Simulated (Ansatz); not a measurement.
in.yaml

```yaml
crystal:
  periodic: [false, false, false]
  atoms:
    - {symbol: B, position_ang: [0.000000, 0.000000, 1.471546]}
    - {symbol: N, position_ang: [0.000000, 0.000000, -0.239454]}
    - {symbol: H, position_ang: [0.000000, 0.000000, -1.232093]}
basis:
  gaussian: {orbitals: def2-SVP}
magnetization: {spin_polarized: false, initial_magnetization: 1}
hamiltonian: {pseudopotentials: {relativity: none}}
correlation: {method: fic_mrcisd_q_relaxed, electrons: valence, active_space: {window: {electrons: 9, orbitals: 6}}}
scf: {lower_state_search: light}
```

```sh
$ ansatz run in.yaml --threads 1 --pin off --events-out ev --progress --plain --max-ram 2393MiB
```

(1) Roughly how long does this take on 1 thread of Arm Neoverse V2, shared host, and how much host memory?

```
339 factors; integrals over basis functions are off by at most 1.4e-3 eV
mean field evaluation 1: about -2154.0086 eV, gradient 4.0e1 eV
mean field evaluation 2: about -2154.0090 eV, gradient 4.0e1 eV
mean field evaluation 4: about -2160.8755 eV, gradient 2.0e1 eV
mean field evaluation 8: about -2162.3807 eV, gradient 1.4e-1 eV
mean field evaluation 16: about -2160.1311 eV, gradient 2.4e0 eV
mean field evaluation 32: about -2148.7948 eV, gradient 3.4e1 eV
mean field evaluation 64: about -2153.9531 eV, gradient 9.7e-2 eV
mean field -2162.38079309 eV, -79.4660284317 hartree, gradient 1.0e-6 eV, S^2 0.750000; 6 other end points of the search recorded, 0 dependent functions left out
reference -2162.38079309 eV, -79.4660284317 hartree; 7, 6 occupied and 26, 27 virtual orbitals, 339 factors
state -2162.98441480 eV, -79.4882111202 hartree
contracted CI cycle   1: correlation 0.00000000 eV, 0.0000000000 hartree, residual 2.14e1 eV
contracted CI cycle   2: correlation -5.09009459 eV, -0.1870575262 hartree, residual 3.53e0 eV
contracted CI cycle   3: correlation -5.31498672 eV, -0.1953221595 hartree, residual 1.62e0 eV
contracted CI cycle   4: correlation -5.36273395 eV, -0.1970768376 hartree, residual 7.03e-1 eV
contracted CI cycle   5: correlation -5.37165468 eV, -0.1974046683 hartree, residual 2.47e-1 eV
contracted CI cycle   6: correlation -5.37283837 eV, -0.1974481681 hartree, residual 1.15e-1 eV
contracted CI cycle   7: correlation -5.37306468 eV, -0.1974564850 hartree, residual 4.78e-2 eV
contracted CI cycle   8: correlation -5.37310218 eV, -0.1974578630 hartree, residual 1.70e-2 eV
contracted CI cycle   9: correlation -5.37310709 eV, -0.1974580435 hartree, residual 7.01e-3 eV
contracted CI cycle  10: correlation -5.37310801 eV, -0.1974580772 hartree, residual 3.06e-3 eV
contracted CI cycle  11: correlation -5.37310817 eV, -0.1974580834 hartree, residual 1.20e-3 eV
contracted CI cycle  12: correlation -5.37310820 eV, -0.1974580843 hartree, residual 5.39e-4 eV
state -2162.98441480 eV, -79.4882111202 hartree; corrected -2168.86682754 eV, -79.7043858015 hartree
Total energy: -2168.86682754 eV, -79.7043858015 hartree
```

Natural occupations: 1.9998 1.9997 1.9994 1.9085 1.0041 0.0884.

## Answers

(1) 1.4 s wall and 0.15 GiB.
